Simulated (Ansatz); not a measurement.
BN, triplet in 6-31G: errors against full CI

Geometry: a point of a stretch scan, not a stationary point.

```yaml
atoms:
  - { symbol: B, position_ang: [0.0000, 0.0000, 0.0000] }
  - { symbol: N, position_ang: [0.0000, 0.0000, 1.8580] }
```

Basis 6-31G; Ansatz 0.2.0. Correlated methods freeze the noble-gas cores, which leaves 8 electrons in 16 orbitals. R marks a restricted (for open shells ROHF) determinant, U an unrestricted one. Active spaces: pair = (4e, 4o) about the gap; valence = (8e, 8o) chosen from the atoms' valence shells.

Full CI is exact within this basis and frozen core; it isn't the basis-set limit. The frozen core follows each run's orbitals, which can shift R against U totals by a few meV.

For open shells CISD and CISDTQ are restricted-active-space CI with the open shells as a complete middle space.

- UHF ⟨S²⟩: 2.407
- T1 diagnostic (RCCSD): 0.0329
- largest doubles amplitude (RCCSD): 0.100

| level | E − E(RHF) (eV) |
| --- | --- |
| RMP2 | -2.6411 |
| RCCSD | -3.5820 |
| RCCSD(T) | -3.6667 |

Q: Estimate how far full CI in 6-31G lies from RCCSD(T). The table doesn't fix it; the size of (T) and the diagnostics are the guide.

A: Full CI in 6-31G lies 1.37 mEh below RCCSD(T), which is 44 % of the (T) step (-3.11 mEh). T1 is raised, and the rest is a large part of (T).

The other levels:

```tsv
level	E − E(full CI) (mEh)	share of correlation (%)	wall time
CISD	12.33	90.94	0.63 s
BCCD(T)	1.39	98.98	0.81 s
RCCSDT	0.39	99.71	–
CISDTQ	0.37	99.73	2 s
RCCSDT(Q)	0.06	99.96	2.4 s
RCCSDTQ	0.00	100.00	16 s
CASSCF (pair space)	104.19	23.46	–
NEVPT2 (pair space)	34.41	74.72	0.36 s
MRCISD (pair space)	8.26	93.93	–
MRCISD+Q (pair space)	-0.58	100.42	0.84 s
CASSCF (valence space)	56.50	58.49	–
NEVPT2 (valence space)	13.87	89.81	2 s
MRCISD (valence space)	1.87	98.62	–
MRCISD+Q (valence space)	0.43	99.68	2.7 s
MRCISD+Q(relaxed) (valence space)	-0.20	100.15	2.8 s
```

The correlation energy at full CI, counted from RHF, is -3.704 eV. That run took 6 s on 1 thread of Arm Neoverse V2, shared host over 827,648 determinants.

Run but not shown, since their state, orbitals or frozen core can't be matched to the reference's or they repeat it: UHF, UMP2, UCCSD, UCCSD(T), UCCSDT, UCCSDT(Q), UCCSDTQ.

Times hold each run's SCF and search for its determinant on a shared host, so for small cases they say little of a method's own cost; they ran on 1 thread of Arm Neoverse V2.

Not variational, and here over 5 meV under the exact energy: MRCISD+Q (pair space), MRCISD+Q(relaxed) (valence space).

The full-CI state has the irrep A2 of C2v, in the program's axes (one component, if the state is degenerate).

Natural occupations of full CI about the gap: 1.981 1.932 1.859 0.991 0.991 0.078 0.064 0.064 0.013 0.007; effectively unpaired electrons, Σ n²(2−n)², 2.14.
